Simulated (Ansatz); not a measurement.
bcc Mo was calculated with r²SCAN (plane waves, PAW; Ansatz, a quantum-chemistry and plane-wave program).

Numerical settings: plane-wave cutoff 500 eV, 32×32×32 k mesh, Fermi–Dirac smearing 0.1 eV, no spin polarisation, scalar-relativistic PAW data made under PBE.

Computed at the level's own relaxed cell.

Problem. Predict the volume per atom and equilibrium lattice constant a.

Solution. 
* **volume per atom**: 15.64 Å³/atom
* **equilibrium lattice constant a**: 3.151 Å

Measured, for comparison: equilibrium volume per atom 15.49 Å³/atom, lattice constant a 3.141 Å (static lattice: zero-point anharmonic expansion removed; as tabulated in Mejia-Rodriguez and Trickey (2018), arXiv:1807.09216). Computed (rounded) less measured: equilibrium volume per atom +1.0 %, lattice constant a +0.3 %.

The result took roughly 110 core-seconds.
